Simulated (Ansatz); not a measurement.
**C₃H₃ClO: how energies converge with the basis set**

One table from this session's results is given with a row withheld; the runs are named, their logs left out.

Program: Ansatz 0.2.0, Gaussian basis. Level of theory: one geometry, several basis sets. These are calculated values, not measurements.

The runs, in order: PBE0-D4/def2-SVP; ωB97M-V/def2-SVP; PBE0-D4/def2-QZVPP; ωB97M-V/def2-QZVPP; the functionals' def2-TZVPP values are taken from earlier runs.

### The relaxed structure

The geometry comes from an earlier relaxation with PBE0-D4 in a triple-zeta def2 set; it is a stationary point, not always the lowest conformer.

SMILES `CC(Cl)=C=O`, 8 atoms, charge 0, spin multiplicity 1.

Atoms are counted from 1 here; the program's logs count them from 0.

Bond lengths: C1–C2 1.489 Å, C1–H6 1.093 Å, C1–H7 1.092 Å, C1–H8 1.093 Å, C2–Cl3 1.733 Å, C2–C4 1.312 Å, C4–O5 1.159 Å. Angles: C2–C1–H6 110.7°, C2–C1–H7 110.4°, C2–C1–H8 110.7°, H6–C1–H7 108.2°, H6–C1–H8 108.4°, H7–C1–H8 108.2°, C1–C2–Cl3 119.4°, C1–C2–C4 124.4°, Cl3–C2–C4 116.2°, C2–C4–O5 179.5°.

Set-up of the first run:

Contents of in.yaml:

```yaml
crystal:
  periodic: [false, false, false]
  atoms:
    - {symbol: C, position_ang: [-0.665150, -0.612864, 0.396421]}
    - {symbol: C, position_ang: [0.519725, 0.212730, 0.031777]}
    - {symbol: Cl, position_ang: [1.919465, 0.189196, 1.053106]}
    - {symbol: C, position_ang: [0.590732, 0.978444, -1.031429]}
    - {symbol: O, position_ang: [0.644233, 1.652136, -1.973146]}
    - {symbol: H, position_ang: [-1.058451, -0.315794, 1.372310]}
    - {symbol: H, position_ang: [-1.458002, -0.488309, -0.343604]}
    - {symbol: H, position_ang: [-0.400252, -1.672738, 0.438766]}
basis:
  gaussian: {orbitals: def2-SVP}
hamiltonian: {xc: pbe0, dispersion: d4}
output: {orbitals: {seedname: orbitals}}
```

Run with:

```sh
ansatz run in.yaml --threads 2 --pin off --events-out ev --progress --plain --max-ram 4352MiB
```

Steps of the session up to this table: PBE0-D4 in def2-SVP; ωB97M-V in def2-SVP; PBE0-D4 in def2-QZVPP; ωB97M-V in def2-QZVPP.

One table of the session follows, with a row left open; its other results are not shown here.

It belongs to the step «Functionals by basis». 

```
functional       basis  HOMO (eV)
   PBE0-D4    def2-SVP          ?
   PBE0-D4  def2-TZVPP      -6.57
   PBE0-D4  def2-QZVPP      -6.61
   ωB97M-V    def2-SVP      -8.58
   ωB97M-V  def2-TZVPP      -8.73
   ωB97M-V  def2-QZVPP      -8.77
```

Q: Estimate the row for PBE0-D4, def2-SVP from the others.

The run gave: HOMO (eV): -6.45. In the column «HOMO (eV)» it is the highest.
